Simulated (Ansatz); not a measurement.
One change: `N[SiH2][AlH2]` becomes `C[SiH2]N`.

Ansatz, PBE0-D4/def2-TZVP geometries, multiplicity 1. Each molecule was computed in one conformer, which needn't be the lowest.

| property | `N[SiH2][AlH2]` |
| --- | --- |
| ideal-gas entropy at 298 K and 1 bar (rigid rotor, harmonic PBE0-D4/def2-TZVP) / J/(mol·K) | 329 |
| zero-point energy (PBE0-D4/def2-TZVP) / kJ/mol | 146.6 |
| HOMO energy (PBE/def2-TZVPP) / eV | -5.83 |
| HOMO energy (B3LYP/def2-TZVPP) / eV | -6.89 |
| HOMO energy (ωB97M-V/def2-TZVPP) / eV | -9.18 |
| HOMO energy (PBE0/def2-TZVPP) / eV | -7.09 |

Question: Give the same properties after the change, and the shifts. (Best estimate.)

Answer: Computed: 
```csv
property,`C[SiH2]N`,shift
"ideal-gas entropy at 298 K and 1 bar (rigid rotor, harmonic PBE0-D4/def2-TZVP) / J/(mol·K)",304,-25
zero-point energy (PBE0-D4/def2-TZVP) / kJ/mol,207.8,61.2
HOMO energy (PBE/def2-TZVPP) / eV,-5.79,0.04
HOMO energy (B3LYP/def2-TZVPP) / eV,-6.97,-0.08
HOMO energy (ωB97M-V/def2-TZVPP) / eV,-9.55,-0.37
HOMO energy (PBE0/def2-TZVPP) / eV,-7.19,-0.10
```

With PBE0 the HOMO falls by 0.10 eV and the LUMO rises by 2.62 eV, so the gap widens by about 2.72 eV. PBE moves the HOMO by 0.04 eV and ωB97M-V by -0.37 eV. The zero-point energy changes by 61.2 kJ/mol with +3 modes.

B3LYP here is the variant with VWN-RPA as its local correlation; programs differ in this.
